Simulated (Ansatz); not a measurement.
Graphite, treated with r²SCAN-D4 (plane waves, PAW; Ansatz, a first-principles code).

Task: What does this level give for the interlayer binding energy, layer repeat distance and gap between the layers?

Result: 
interlayer binding energy: 21.3 meV/Å²
layer repeat distance: 3.375 Å
gap between the layers: 3.375 Å

Measured, for comparison: interlayer binding energy 23.3 ± 2 meV/Å² (temperature not stated, not corrected to a static lattice, bulk; as tabulated in Ning et al. (2022), arXiv:2204.11717). Computed (rounded) less measured: interlayer binding energy -9 %.

Static lattice: no zero-point or thermal effects.

Computing time: roughly 60 core-seconds.
